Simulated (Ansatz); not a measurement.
**CHOSi (quartet): from Hartree-Fock to the top rungs, cc-pVTZ**

One table from this session's results is given with a row withheld; the runs are named, their logs left out.

The runs use Ansatz 0.2.0, Gaussian basis; cc-pVTZ, core rule «outside noble gas», up to 7 orbitals frozen.

To be run: UHF; CCSD(T) on ROHF; CCSD(T) on UHF; BCCD(T) on ROHF; CCSDT(Q) on ROHF; CCSDT(Q) on UHF.

5 further runs of the same task are left out: 5 set aside as unsound or not needed.

**What is computed**

The geometry is a PBE0/def2-TZVP stationary point (not a proven minimum) of the parent state, kept for this charge and spin.

4 atoms, charge 0, spin multiplicity 4.

Atoms are counted from 1 here; the program's logs count them from 0.

Bond lengths: C1–Si2 1.734 Å, C1–H4 1.091 Å, Si2–O3 1.512 Å. Angles: Si2–C1–H4 122.7°, C1–Si2–O3 156.4°.

Set-up of the first run:

File in.yaml:

```yaml
crystal:
  periodic: [false, false, false]
  atoms:
    - {symbol: C, position_ang: [0.000000, -0.252496, 1.704393]}
    - {symbol: Si, position_ang: [0.000000, 0.153083, 0.018811]}
    - {symbol: O, position_ang: [0.000000, -0.110768, -1.469523]}
    - {symbol: H, position_ang: [0.000000, 0.501477, 2.492415]}
basis:
  gaussian: {orbitals: cc-pVTZ}
magnetization: {spin_polarized: true, initial_magnetization: 3}
hamiltonian: {xc: hf}
output: {orbitals: {seedname: orbitals}}
```

Command:

```console
$ ansatz run in.yaml --threads 1 --pin off --events-out ev --progress --plain --max-ram 4096MiB --backend cpu
```

Among the steps run: UHF; CCSD(T) on ROHF; CCSD(T) on UHF; BCCD(T) on ROHF; CCSDT(Q) on ROHF; CCSDT(Q) on UHF.

One of the session's tables, all rows but one given; the rest of the session is left out.

```
   method  from RCCSDT(Q) (meV)
     ROHF              +13131.1
      UHF              +12904.0
     RMP2                     ?
     UMP2               +1115.5
    RCCSD                +675.0
    UCCSD                +668.5
 RCCSD(T)                 +68.4
 UCCSD(T)                 +68.3
  BCCD(T)                 +65.2
   RCCSDT                 +32.1
   UCCSDT                 +30.7
RCCSDT(Q)                     0
UCCSDT(Q)                 -24.5
```

Q: Estimate the row for RMP2 from the others.

As computed: from RCCSDT(Q) (meV): +1124.5. In the column «from RCCSDT(Q) (meV)» it lies between UMP2 (+1115.5) and UHF (+12904.0).

To keep in mind: Restricted and unrestricted rows rest on different reference determinants; where their highest levels disagree by more than a few hundredths of an eV, they describe different states and don't form one ladder.
